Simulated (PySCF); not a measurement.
Geometries of 2 isomers of C6H10, from PBE0-D3(BJ)/def2-SVP geometry optimisation, gas phase (PySCF). One conformer each, no zero-point energy, no frequencies.

Question: Which is lower in electronic energy at this level?
A.
```xyz
16
angstrom
C      3.106    0.400    0.194
C      1.660    0.317    0.064
C      0.454    0.255   -0.052
C     -1.003    0.155   -0.169
C     -1.687    0.489    1.159
C     -1.422   -1.223   -0.687
H      3.450    1.446    0.162
H      3.612   -0.143   -0.620
H      3.448   -0.034    1.147
H     -1.324    0.908   -0.913
H     -1.400   -0.237    1.935
H     -1.405    1.491    1.512
H     -2.782    0.457    1.047
H     -2.515   -1.270   -0.816
H     -0.950   -1.445   -1.655
H     -1.125   -2.009    0.023
```
B.
```xyz
16
angstrom
C      2.271    0.360   -0.028
C      0.788    0.217   -0.029
C     -0.123    1.146   -0.352
C     -1.528    0.618   -0.294
C     -1.364   -0.716    0.459
C      0.117   -1.094    0.299
H      2.585    1.371   -0.322
H      2.689    0.145    0.970
H      2.737   -0.361   -0.721
H      0.121    2.164   -0.669
H     -1.929    0.469   -1.314
H     -2.230    1.303    0.209
H     -2.051   -1.498    0.103
H     -1.584   -0.558    1.527
H      0.538   -1.570    1.200
H      0.278   -1.813   -0.527
```

Answer: B. That is `CC1=CCCC1` (1-methylcyclopentene), 32.8 kcal/mol below the other.

```json
{"SMILES": "CC1=CCCC1", "atoms numbered as above": "[CH3:1][C:2]1=[CH:3][CH2:4][CH2:5][CH2:6]1", "E (Eh)": "-234.20447", "relative (kcal/mol)": "0.0", "relative (kJ/mol)": "0.0", "dipole (D)": "0.29"}
{"SMILES": "CC#CC(C)C", "atoms numbered as above": "[CH3:1][C:2]#[C:3][CH:4]([CH3:5])[CH3:6]", "E (Eh)": "-234.15216", "relative (kcal/mol)": "32.8", "relative (kJ/mol)": "137.3", "dipole (D)": "0.13"}
```

As drawn, the lower has a C=C bond outside aromatic rings, which the higher lacks; the higher has a C≡C bond, which the lower lacks.
